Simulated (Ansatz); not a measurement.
Isolated molecules relaxed with PBE0-D4/def2-TZVP in Ansatz; ΔE leaves out vibrations. CBS: MP2 limit from def2 TZ/QZ plus the TZ coupled-cluster correction, frozen cores. This one scheme is used for every species. Functionals use def2-TZVPP.

`FC1=CCCC1` + H₂ → `C1=CCCC1` + H–F  (hydrogenolysis of a C–F bond)

`FC1=CCCC1`:

```xyz
13

F    -2.497   -0.728   -0.352
C    -1.219   -0.356   -0.270
C    -0.388   -0.212   -1.290
C     0.939    0.283   -0.797
C     0.849    0.096    0.734
C    -0.649   -0.008    1.062
H    -0.642   -0.375   -2.328
H     1.784   -0.264   -1.223
H     1.083    1.336   -1.068
H     1.339   -0.841    1.008
H     1.346    0.895    1.284
H    -1.072    0.938    1.421
H    -0.872   -0.765    1.819
```

H₂:

Z-matrix (Å, degrees):
```
H
H 1 0.746
```

`C1=CCCC1`:

Z-matrix (Å, degrees):
```
C
C 1 1.501
C 1 1.538 2 102.9
H 1 1.094 2 113.1 3 -121.7
H 1 1.098 2 110.2 3 119.5
C 2 1.328 1 111.9 3 -13.4
H 2 1.084 1 123.0 3 169.2
C 3 1.538 1 105.5 2 20.8
H 3 1.091 1 112.9 2 144.7
H 3 1.093 1 109.0 2 -96.2
H 6 1.084 2 125.0 1 -177.3
H 8 1.098 3 111.9 1 97.5
H 8 1.094 3 112.5 1 -142.9
```

H–F:

```xyz
2

F     0.257    0.364   -0.115
H    -0.257   -0.364    0.115
```

```
 level  ΔE (kJ/mol)
B2PLYP        -85.6
 BHLYP        -86.1
```

(1) What does CCSD(T)/CBS give? (Estimate.)

Largest T1 diagnostic among the species: 0.011.

Answers

(1) Computed: -94.4 kJ/mol. The listed levels differ from it by 8.8, 8.3 kJ/mol.

From r2SCAN to r2SCAN0 (25 % exact exchange), in def2-TZVPP and without D4, ΔE moves by −7.8 kJ/mol. Leaving LDA and LC-ωPBE aside and taking each functional with its dispersion term where it has one, the values, not all of them listed here, spread over 17.2 kJ/mol, from PBE-QIDH to BLYP-D4. LDA lies +6.1 kJ/mol from PBE without D4.
